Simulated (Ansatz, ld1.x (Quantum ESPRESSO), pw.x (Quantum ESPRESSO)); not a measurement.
titanium: one change to the TM potential, in the atom and in the fcc crystal

| Quantity | Value |
| --- | --- |
| Element | Ti |
| Generator | ld1.x (Quantum ESPRESSO) 7.5 |
| Type | norm-conserving Troullier–Martins (Kleinman–Bylander form) |
| Functional | LDA (PW92) |
| Relativity | scalar-relativistic |
| Frozen core | [Ar] |
| Valence charge | 4 |
| Reference configuration | 3d2 4s2 4p0 |
| Partial waves | 4s (bound): rc 2.15 bohr; 4p (bound, empty): rc 2.80 bohr; 3d (bound): rc 1.65 bohr |
| Local potential | all-electron potential smoothed inside 2.10 bohr (lloc = -1) |
| Core correction | none |

Change: reference 3d2 4s1 4p1.

Cutoffs, loose and tight: the cutoffs (Ry, on a coarse ladder) from which the occupation-weighted sum of valence levels, in a spherical-Bessel basis at the reference potential, stays within 10 and 1 mRy of its value at 400 Ry. They do not see the model core or the augmentation charge, which bear on the density cutoff. Test errors are all-electron minus pseudo excitation energies from the reference, over the configurations 3d2 4s1 4p0; 3d2 4s0 4p0; 3d1 4s0 4p0; 3d2 4s1 4p1; 3d3 4s0 4p0; 3d2.5 4s1.5 4p0; 3d3 4s1 4p0 (two spin-polarised tests are not counted in the largest error); variants that change the core or the reference have their own tests.

Crystal test: fcc Ti in pw.x 7.5, no spin, 14³ k-points, Fermi–Dirac smearing 0.01 Ry, cutoffs set for each file from its atomic test. The reference is all-electron LAPW (Ansatz 0.2.0) with the same functional, mesh and smearing; V0 and B0 come from Birch–Murnaghan fits to the pressures at five volumes. Errors are pseudo minus all-electron; Δ is the rms difference of the E(V) curves that follow from these fits, minima aligned, over ±6 % about the mean V0. Mesh and smearing are coarse, so the numbers serve the comparison and aren't converged zero-temperature values; the lattice is a test structure that the element need not adopt.

All-electron: a0 = 4.008 Å (V0 = 16.10 Å³/atom), B0 = 120.2 GPa.

Question: Does the change bring the crystal closer to the all-electron result?

Answer: The mean pressure error goes from -10.51 to -11.85 GPa, so the change moves the solid further from the all-electron pressures. Neither pressure curve crosses zero within the volumes sampled, so no fits are given.

| quantity | base | changed |
| --- | --- | --- |
| outcome (atom) | generated | generated |
| cutoff, loose (atom) | 70 Ry | 70 Ry |
| cutoff, tight (atom) | 80 Ry | 80 Ry |
| bound ghosts (atom) | s | s |
| largest test error (meV) (atom) | +245 over the solved tests; 4 of 9 tests not solved or not reliable | +251 over the solved tests; 4 of 9 tests not solved or not reliable |
| cutoffs in pw.x (Ry) | 100/400 | 100/400 |
| mean pressure error (GPa) | -10.51 | -11.85 |

Base: The largest radius (2.80 bohr) exceeds half the bond length (2.68 bohr), so the spheres overlap, which is one possible source of error among others. This is a poor potential for the solid. Note: ghost state, extra bound levels that the all-electron valence spectrum of the same l lacks: s at -3.9 eV. A true bound ghost makes a file unfit for plane-wave use. Atomic configuration tests: 4 of 9 tests not solved or not reliable. The logarithmic derivative shows an extra or strongly shifted pseudo pole above the reference energy (s near -0.29 Ry). Changed file: The largest radius (2.80 bohr) exceeds half the bond length (2.68 bohr), so the spheres overlap, which is one possible source of error among others. This is a poor potential for the solid. Note: ghost state, extra bound levels that the all-electron valence spectrum of the same l lacks: s at -4.9 eV. A true bound ghost makes a file unfit for plane-wave use. Atomic configuration tests: 4 of 9 tests not solved or not reliable. The atomic cutoffs weigh occupied waves only.
